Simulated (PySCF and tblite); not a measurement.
Values are calculated unless marked as measured or tabulated.
C₃H₆O, numbered as in [OH:1][CH:2]1[CH2:3][CH2:4]1.

Free energies: PBE0-D3(BJ)/def2-TZVP (IEF-PCM, chloroform) on PBE0-D3(BJ)/def2-SVP structures plus GFN2-xTB thermal terms, symmetry and mirror images included. Conformers within 3 kcal/mol (GFN2-xTB free energy) were kept, 8 at most. Of two unlike H on one atom, a is the less shielded (WP04/pcSseg-1 (IEF-PCM, chloroform)). (PySCF 2.14, tblite 0.8.)

An NOE distance is ⟨r⁻⁶⟩^(−1/6) over all pairs of like atoms and, for the average, over conformers.

Torsions listed: H1–O1–C2–C3. Of a mirror pair one member is shown.

| conformer | shape | weight % |
| --- | --- | --- |
| 1 | 146° | 97.9 |
| 2 | 37° | 2.1 |

**Question.** Which H–H contacts under 3.5 Å would NOEs report (pairs on one atom left out) at 298.15 K?

**Answer.** 
| pair | in 1 (Å) | in 2 (Å) | average (Å) |
| --- | --- | --- | --- |
| H1 ··· H2 | 2.42 | 2.83 | 2.43 |
| H2 ··· H3b/H4b | 2.52 | 2.53 | 2.52 |
| H1 ··· H3a/H4a | 3.04 | 2.49 | 3.01 |
| H2 ··· H3a/H4a | 3.10 | 3.11 | 3.10 |

Longer pairs under the limit may be missing.

**Question.** In a model where alignment follows shape alone (order matrix 0.001 × (3G/tr G − 1)/2, G the second moments of the atom positions; splitting J + 2D), what are the one-bond C–H dipolar couplings D?

**Answer.** H2 4.0 Hz (4.0 in conformer 1), H3a/H4a 3.3 Hz (3.4 in conformer 1), H3b/H4b 0.0 Hz (0.0 in conformer 1).
